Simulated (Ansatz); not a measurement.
Stepwise reaction of `C[Si]C` with ammonia, as a gas-phase model of exchange steps in deposition or etching. ΔE in kJ/mol; ΔG adds harmonic PBE0-D4 terms to CCSD(T)/CBS, at 1 bar.

Gas-phase electronic energies from Ansatz, PBE0-D4/def2-TZVP geometries. CCSD(T)/CBS is the MP2 limit (def2-TZVPP, def2-QZVPP) plus CCSD(T) − MP2 in def2-TZVPP, frozen cores. This one scheme is used for every species. DFT in def2-TZVPP. B3LYP here is the variant with VWN-RPA as its local correlation; programs differ in this. Each species was taken in one conformer, which may not be the lowest.

```
step                         reaction  PBE-D4  B3LYP-D4  ωB97M-V  CCSD(T)/CBS  ΔG(400 K)
   1  `C[Si]C` + NH₃ → `C[Si]N` + CH₄  -127.1    -132.2   -129.0       -126.4     -121.1
   2  `C[Si]N` + NH₃ → `N[Si]N` + CH₄   -99.5    -107.5   -105.7       -103.1      -92.1
```

(1) By hand: ΔE of the 2 steps together at CCSD(T)/CBS.

Results:

(1) (-126.4) + (-103.1) = -229.5 kJ/mol, or -114.8 kJ/mol a step.

In ΔE each step is higher than the one before. All are downhill at CCSD(T)/CBS. ΔG lies between -121.1 and -92.1 kJ/mol a step. PBE-D4 differs from CCSD(T)/CBS by -0.7 to 3.6 kJ/mol a step. Isolated molecules leave out the surface, adducts and barriers. Largest T1 diagnostic: 0.013.
